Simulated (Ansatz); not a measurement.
**C₂H₃Si− (SMILES [C-]#[Si]C): single points off equilibrium**

An exercise on one series of results from a longer session: the logs are not shown, and one member is left open.

Program: Ansatz 0.2.0, Gaussian basis. Level of theory: single points in def2-TZVPPD. These are calculated values, not measurements.

Cores are frozen in the correlated methods.

### Where the work starts

SMILES `[C-]#[Si]C`, 6 atoms, charge -1, spin multiplicity 1.

Atoms are counted from 1 here; the program's logs count them from 0.

Bond lengths: C1–Si2 1.507 Å, Si2–C3 2.098 Å, C3–H4 1.064 Å, C3–H5 1.157 Å, C3–H6 1.041 Å. Angles: C1–Si2–C3 169.8°, Si2–C3–H4 124.5°, Si2–C3–H5 113.6°, Si2–C3–H6 118.9°, H4–C3–H5 95.6°, H4–C3–H6 88.9°, H5–C3–H6 111.3°.

As a file:

```
C     0.3857   -2.6673    0.9921
Si    0.2506   -1.2152    0.6133
C    -0.0110    0.6756   -0.2572
H    -0.7751    0.9158   -0.9580
H     0.8692    0.9999   -0.9344
H    -0.3384    1.4634    0.3395
```

Set-up of the first run:

run/in.yaml reads:

```yaml
crystal:
  periodic: [false, false, false]
  atoms:
    - {symbol: C, position_ang: [0.385700, -2.667300, 0.992100]}
    - {symbol: Si, position_ang: [0.250600, -1.215200, 0.613300]}
    - {symbol: C, position_ang: [-0.011000, 0.675600, -0.257200]}
    - {symbol: H, position_ang: [-0.775100, 0.915800, -0.958000]}
    - {symbol: H, position_ang: [0.869200, 0.999900, -0.934400]}
    - {symbol: H, position_ang: [-0.338400, 1.463400, 0.339500]}
basis:
  gaussian: {orbitals: "def2-TZVPPD.json"}
total_charge: -1
correlation: {method: ccsd_t}
output: {forces: true}
```

The basis file named in the input lies beside it (Basis Set Exchange, JSON).

The command line of these runs was not kept.

Steps of the session up to this table: CCSD(T)/def2-TZVPPD; PBE0-D4/def2-TZVPPD; wB97M-V/def2-TZVPPD; r2SCAN-D4/def2-TZVPPD; PBE-D4/def2-TZVPPD; BHLYP-D4/def2-TZVPPD; revPBE-D4/def2-TZVPPD.

One table of the session follows, with a row left open; its other results are not shown here.

```
   method  RMS force component (eV/Å)  angle to CCSD(T) forces (°)
  CCSD(T)                       3.972                    reference
  PBE0-D4                       3.722                          1.8
  wB97M-V                       3.629                          2.5
r2SCAN-D4                       3.757                          1.0
   PBE-D4                       3.797                          1.9
 BHLYP-D4                           ?                            ?
revPBE-D4                       3.864                          1.9
```

Q: Estimate the row for BHLYP-D4 from the others.

The run gave: RMS force component (eV/Å): 3.581; angle to CCSD(T) forces (°): 3.6. In the column «RMS force component (eV/Å)» it is the lowest.

To keep in mind: The T1 diagnostic is large here, over the usual mark for main-group molecules (transition-metal compounds often pass it harmlessly), so CCSD(T) itself may be off.
